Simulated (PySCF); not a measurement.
**Dipole moment and polarisability of lithium sodium**

Species: lithium sodium, NaLi.
Geometry (PBE0-D3(BJ)/def2-SVP, Å), atoms numbered from 1 in this order:
```xyz
2
NaLi angstrom
Li     1.511   -0.088    0.009
Na    -1.461    0.000   -0.031
```

Level: CAM-B3LYP/def2-SVPD (PySCF), static field, nuclei fixed, core orbitals frozen in the response. The polarisability tensor in these axes (au):

```
x   297.95  -3.42   1.56
y    -3.42 181.60  -0.05
z     1.56  -0.05 181.52
```

Task: Diagonalise the tensor; give its mean and Δα, where Δα² is half the sum of the squared differences of the eigenvalues.

Result: Principal values 181.50, 181.50 and 298.07 au; mean 220.36 au = 32.65 Å³ = 36.33 × 10⁻⁴⁰ C²·m²/J; Δα = 116.57 au (53 % of the mean).

Task: What is the dipole moment?

Result: 0.06 D at this geometry.

Task: What would n − 1 = 2πNα be for an ideal gas of these molecules at 500 K and 1 atm, electronic part alone?

Result: N = p/kT = 1.4678 × 10¹⁹ cm⁻³, so n − 1 = 2π × N × 32.65 × 10⁻²⁴ cm³ = 3011 × 10⁻⁶ at long wavelengths, for an ideal gas.

Task: What are the principal values of the traceless quadrupole moment, Θ = ½Σq(3rr − r²1), about the centre of nuclear charge?

Result: -7.01, -7.01, 14.03 D·Å. The values depend on the origin, since the dipole doesn't vanish. The electronic extent ⟨r²⟩ about the same centre is 108 bohr², a root-mean-square distance of 1.47 Å for the 14 electrons.

Task: What molar refraction does this α imply?

Result: Lorentz–Lorenz: R = (4π/3)N_A α = 2.5225 cm³/(mol·Å³) × 32.65 Å³ = 82.4 cm³/mol, in the limit of long wavelengths.

Task: Find the Langevin capture rate constant for NO+ (29.998 u) meeting this molecule (30.006 u), k = 2.342 × 10⁻⁹ cm³/s × √(α in Å³ / reduced mass in u).

Result: The reduced mass is 15.00 u, so k = 3.46 × 10⁻⁹ cm³/s.

Isolated species at its PBE0-D3(BJ)/def2-SVP geometry, gas phase.

These values come from a run that also computed excited states. The run took 0.9 s of wall time on x86-64 server, one thread, shared host.
